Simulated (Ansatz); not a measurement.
# C₃H₃O radical: up Jacob's ladder to CCSD(T)

One table from this session's results is given with a row withheld; the runs are named, their logs left out.

The runs use Ansatz 0.2.0, Gaussian basis; functionals in def2-TZVPP, the program's frozen cores in correlated methods.

Plan: LDA (SPW92), PBE-D4, revPBE-D4, BLYP-D4, r2SCAN-D4, B97M-V, PBE0-D4, B3LYP-D4, r2SCANh-D4, r2SCAN0-D4, HSE06-D4, BHLYP-D4, CAM-B3LYP-D4, LC-ωPBE, ωB97X-V, ωB97M-V, B2PLYP, PBE-QIDH; CCSD(T)/def2-SVP; CCSD(T)/def2-TZVPP; MP2/def2-QZVPP; extrapolation to the limit; RPA on PBE.

**Structure used throughout**

An earlier PBE0-D4 in a triple-zeta def2 set relaxation fixed the geometry.

SMILES `C#CC[O]`, 7 atoms, charge 0, spin multiplicity 2.

Atoms are counted from 1 here; the program's logs count them from 0.

Bond lengths: C1–C2 1.199 Å, C1–H5 1.065 Å, C2–C3 1.462 Å, C3–O4 1.355 Å, C3–H6 1.107 Å, C3–H7 1.107 Å. Angles: C2–C1–H5 179.6°, C1–C2–C3 179.6°, C2–C3–O4 116.9°, C2–C3–H6 110.2°, C2–C3–H7 110.2°, O4–C3–H6 107.9°, O4–C3–H7 107.9°, H6–C3–H7 102.7°.

Set-up of the first run:

in.yaml

```yaml
crystal:
  periodic: [false, false, false]
  atoms:
    - {symbol: C, position_ang: [-1.216452, 0.839682, -0.897780]}
    - {symbol: C, position_ang: [-0.369718, 0.253955, -0.282480]}
    - {symbol: C, position_ang: [0.669212, -0.451458, 0.465802]}
    - {symbol: O, position_ang: [0.347815, -1.672572, 0.957230]}
    - {symbol: H, position_ang: [-1.973268, 1.353289, -1.442710]}
    - {symbol: H, position_ang: [1.579235, -0.562790, -0.154354]}
    - {symbol: H, position_ang: [1.024377, 0.171994, 1.308590]}
basis:
  gaussian: {orbitals: def2-TZVPP}
magnetization: {spin_polarized: true, initial_magnetization: 1}
hamiltonian: {xc: lda}
output: {orbitals: {seedname: orbitals}}
```

Among the steps run: LDA; PBE-D4 (GGA); revPBE-D4 (GGA); BLYP-D4 (GGA); r2SCAN-D4 (meta-GGA); B97M-V (meta-GGA); PBE0-D4 (hybrid); B3LYP-D4 (hybrid); r2SCANh-D4 (hybrid); r2SCAN0-D4 (hybrid); HSE06-D4 (hybrid); BHLYP-D4 (hybrid); CAM-B3LYP-D4 (range-separated); LC-ωPBE-D4 (range-separated; the results give it without D4); ωB97X-V (range-separated); ωB97M-V (range-separated); B2PLYP (double hybrid); PBE-QIDH (double hybrid).

One of the session's tables, all rows but one given; the rest of the session is left out.

It belongs to the step «Orbital energies across the functionals». 

```
  functional  HOMO (eV)  LUMO (eV)  gap (eV)
 LDA (SPW92)      -6.30      -5.87      0.43
      PBE-D4      -6.33      -5.45      0.88
   revPBE-D4      -6.30      -5.34      0.95
     BLYP-D4      -6.25      -5.40      0.86
   r2SCAN-D4      -6.85      -4.86      2.00
      B97M-V          ?          ?         ?
     PBE0-D4      -8.15      -3.84      4.31
    B3LYP-D4      -7.94      -4.36      3.58
  r2SCANh-D4      -7.54      -4.25      3.29
  r2SCAN0-D4      -8.29      -3.32      4.97
    HSE06-D4      -7.74      -4.25      3.50
    BHLYP-D4      -9.23      -2.11      7.12
CAM-B3LYP-D4      -9.53      -2.70      6.83
     LC-ωPBE     -10.94      -1.30      9.65
     ωB97X-V     -10.52      -1.57      8.96
     ωB97M-V     -10.39      -1.60      8.79
```

Estimate the missing values for B97M-V.

The run gave: HOMO (eV): -7.02; LUMO (eV): -4.87; gap (eV): 2.14. In the column «HOMO (eV)» it lies between r2SCANh-D4 (-7.54) and r2SCAN-D4 (-6.85).
